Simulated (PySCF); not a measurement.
Species: C3H3F.
SMILES: `C#CCF`

The closed-shell ground state was solved at several levels (PySCF, density fitting, gas phase, non-relativistic). Isolated species at its GFN2-xTB geometry, gas phase.

```json
{"level": "PBE0/pcSseg-1", "basis functions": "83", "HOMO (eV)": "-8.23", "LUMO (eV)": "0.21", "gap (eV)": "8.44", "dipole (D)": "1.78"}
{"level": "B3LYP/pcJ-1", "basis functions": "138", "HOMO (eV)": "-7.99", "LUMO (eV)": "-0.03", "gap (eV)": "7.96", "dipole (D)": "1.79"}
```

(1) What might B3LYP/def2-SVPD (107 basis functions) give for the same quantities?

(2) Over all these levels, which gives the widest orbital gap and which the narrowest?

(3) How far do the dipole and the HOMO energy spread over the levels?

Results:

(1) HOMO -8.05 eV, LUMO -0.30 eV, gap 7.75 eV, dipole 1.77 D.

(2) PBE0/pcSseg-1 (global hybrid, 25 % exact exchange) has the widest, 8.44 eV, and B3LYP/def2-SVPD (global hybrid, 20 % exact exchange) the narrowest, 7.75 eV. Functional and basis both differ between the two, so the spread mixes both effects.

(3) The dipole runs from 1.77 to 1.79 D (mean 1.78 D) and the HOMO from -8.23 to -7.99 eV.
